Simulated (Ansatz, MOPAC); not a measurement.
System: CH3, net charge 0, doublet state. SMILES: [CH3]

Atoms: C1, H2, H3, H4. Bonds: C1-H2, C1-H3, C1-H4.

Bond lengths (Å) and angles (degrees) optimised at AM1 with MOPAC; PM3 with MOPAC; PM7 with MOPAC; MNDO with MOPAC; PBE/6-31G* with Ansatz (an electronic-structure program); B3LYP/LANL2DZ with Ansatz, each started from the B3LYP-D3(BJ)/def2-TZVP structure (Ansatz) of the last column. A row stands for all coordinates that are equal there. 6-31G* holds six Cartesian d functions. No wavenumbers were computed at MNDO, PBE/6-31G*, B3LYP/LANL2DZ, so these may be saddle points.

| coordinate | AM1 | PM3 | PM7 | MNDO | PBE/6-31G* | B3LYP/LANL2DZ | B3LYP-D3(BJ)/def2-TZVP |
|---|---|---|---|---|---|---|---|
| C1-H2 | 1.086 | 1.072 | 1.057 | 1.078 | 1.090 | 1.086 | 1.079 |
| H2-C1-H3 | 120.0 | 120.0 | 120.0 | 120.0 | 120.0 | 120.0 | 120.0 |

Mean signed difference of all 3 bond lengths from B3LYP-D3(BJ)/def2-TZVP: AM1 0.007 Å, PM3 -0.007 Å, PM7 -0.022 Å, MNDO -0.001 Å, PBE/6-31G* 0.011 Å, B3LYP/LANL2DZ 0.007 Å.
